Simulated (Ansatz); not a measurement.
Solid iodine was calculated with r²SCAN-D4 (Ansatz, an electronic-structure program, plane waves, PAW).

Settings: plane-wave cutoff 560 eV, 8×8×4 k mesh (along the axes of the cell as run), Fermi–Dirac smearing 0.01 eV, scalar-relativistic PAW data made under PBE.

Properties against volume:

Shape and atoms are relaxed at each volume.

| V (Å³/atom) | P (GPa) | direct gap at Γ (eV) | smallest gap on the k mesh (eV) | c (Å) |
|---|---|---|---|---|
| 40.495 | 0.47 | 1.344 | 1.166 | 9.745 |
| 41.339 | 0.22 | 1.340 | 1.190 | 9.770 |
| 42.183 | 0.00 | 1.338 | 1.212 | 9.794 |
| 43.026 | -0.19 | 1.334 | 1.229 | 9.821 |
| 43.870 | -0.34 | 1.325 | 1.236 | 9.847 |

The fundamental gap (1.20 eV at the equilibrium volume, with added k points) lies elsewhere than Γ–Γ.

Note: the bulk modulus comes from volumes at which shape and atoms were relaxed.

Spin–orbit coupling is not included; with these elements it can move the gap by several tenths of an eV or more.
